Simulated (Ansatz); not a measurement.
A calculation on rutile TiO₂ returned lattice constant a 4.688 Å, lattice parameter c 2.980 Å, equilibrium volume per atom 10.91 Å³/atom, bulk modulus 182 GPa, cohesive energy 6.37 eV/atom.

For reference: lattice constant a 4.587 Å (measured, 15 K, zero-point motion not removed; as tabulated in Burdett, Hughbanks, Miller, Richardson, Smith, powder neutron diffraction …); lattice parameter c 2.954 Å (measured, 15 K, zero-point motion not removed; as tabulated in Burdett, Hughbanks, Miller, Richardson, Smith, powder neutron diffraction …); bulk modulus 212 ± 1 GPa (measured, room temperature, no zero-point or thermal correction, adiabatic, from measured elastic constants, our sources range from 210 to 239; as tabulated in Elasticity of TiO2 rutile to 1800 K); cohesive energy 6.67 eV/atom (measured, source: including zero-point vibrations (Debye, 530 K); free atoms averaged over J; as tabulated in Rościszewski et al. (1998), arXiv:cond-mat/9804139).

### Question
Which level of theory produced these numbers?
A. r²SCAN-D4 (Ansatz, a first-principles code)
B. RPBE (Ansatz)
C. r²SCAN (Ansatz)
D. rVV10 (Ansatz)

### Answer
B, RPBE (Ansatz)

The others give: r²SCAN 4.597 Å, 2.954 Å, 10.40 Å³/atom, 229 GPa, 6.77 eV/atom; rVV10 4.647 Å, 2.981 Å, 10.73 Å³/atom, 208 GPa, 7.05 eV/atom; r²SCAN-D4 4.584 Å, 2.950 Å, 10.33 Å³/atom, 233 GPa, 6.85 eV/atom.

Unless a cell is named, each level is at its own relaxed cell (r²SCAN 10.40, r²SCAN-D4 10.33, RPBE 10.91, rVV10 10.73 Å³/atom).

Ansatz's density-functional and Hartree–Fock values are scalar-relativistic unless marked +SOC, with PAW data made under PBE.
